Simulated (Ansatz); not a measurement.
Strength of the C–H bond: C3H7O → C3H6O + H

Species: C3H7O `[CH2]COC`, doublet; C3H6O (methoxyethene) `C=COC`, singlet; H atom, doublet. 

Shapes, held fixed at every level: PBE0-D4/def2-TZVP. Flexible molecules stand in one conformer, not always the lowest. Programs: Ansatz 0.2.0. The zero-point and thermal change to 298 K, harmonic and unscaled (PBE0-D4/def2-TZVP), is -16.2 kJ/mol.

(1) Estimate ΔH(298 K) of this reaction.

Answers

(1) The highest level, CCSD(T)/CBS estimate, gives ΔH(298 K) = +119.8 kJ/mol; the levels span +113.3 to +144.7. A fragment pairs its electrons up again, so this isn't a typical strength of such a bond. The column of differences is taken from that level and isn't an error. No measured value is set beside it here. Open shells run unrestricted unless RO is named. The CBS estimate extrapolates MP2 from def2-TZVPP and def2-QZVPP and adds CCSD(T) − MP2 in the triple-zeta set, cores frozen.

```
                level                    kind  ΔH(298 K) (kJ/mol)  less CCSD(T)/CBS estimate
          HF/def2-SVP            Hartree–Fock              +128.6                       +8.8
  BHLYP-D4/def2-TZVPP           global hybrid              +139.0                      +19.2
   PBE0-D4/def2-TZVPP           global hybrid              +126.4                       +6.6
r2SCAN0-D4/def2-TZVPP           global hybrid              +144.7                      +24.9
   wB97M-V/def2-TZVPP  range-separated hybrid              +119.5                       -0.3
   wB97X-V/def2-TZVPP  range-separated hybrid              +126.1                       +6.3
     CCSD(T)/def2-SVP   coupled cluster or CI              +113.3                       -6.5
 CCSD(T)/CBS estimate   coupled cluster or CI              +119.8                        0.0
```
